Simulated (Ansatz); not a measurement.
```xyz
6

Cl    1.4547   -0.0012    0.0000
F    -0.3236    0.0046    0.0001
C    -2.3874   -0.0021   -0.0001
H    -2.4951   -0.8554   -0.6494
H    -2.4973   -0.1387    1.0631
H    -2.5015    0.9863   -0.4137
```

Basis set: pcseg-2 (spherical functions). Charge 0, multiplicity 2.

Computed with Ansatz (development build ahead of 0.2.0); each method stands on the lowest determinant of its kind that the runs found. Restricted functionals stand beside restricted open-shell atoms, which can lie above the unrestricted atoms usual in DFT and then raise those values.

(1) Give the atomization energy at this shape (free ground-state atoms in the same class of orbitals less the molecule, no zero-point energy) of doublet CH3ClF by ωB97X (unrestricted), ωB97X (restricted open-shell).

## Answers

(1)

```
                       method  atomization energy
         ωB97X (unrestricted)     363.11 kcal/mol
ωB97X (restricted open-shell)     364.20 kcal/mol
```

The shape needn't be a minimum at these levels.
